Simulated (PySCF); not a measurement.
PySCF input:

```python
from pyscf import gto, scf, dft

mol = gto.M(
    atom='''
    C     0.00940108    0.00315426    0.10262029
    H    -0.01915108    0.98625848   -0.33929582
    H    -0.03725541   -1.00518403   -0.27642595
    ''',
    basis='def2-tzvpd',
    charge=0,
    spin=2,
    verbose=4,
)

mf = dft.UKS(mol, xc='tpss').density_fit(auxbasis='def2-universal-jkfit')
mf.grids.level = 3
mf.conv_tol = 1e-9
mf.max_cycle = 100
mf.max_memory = 1500
mf.kernel()
if not mf.converged:
    mf = mf.newton()
    mf.kernel(mf.make_rdm1())
for _ in range(2):
    mo, _, stable, _ = mf.stability(return_status=True)
    if stable:
        break
    mf.kernel(mf.make_rdm1(mo, mf.mo_occ))
mf.analyze()
```

Question: Which total energy does the run end on?

Answer: -39.18061 Eh (TPSS/def2-TZVPD).
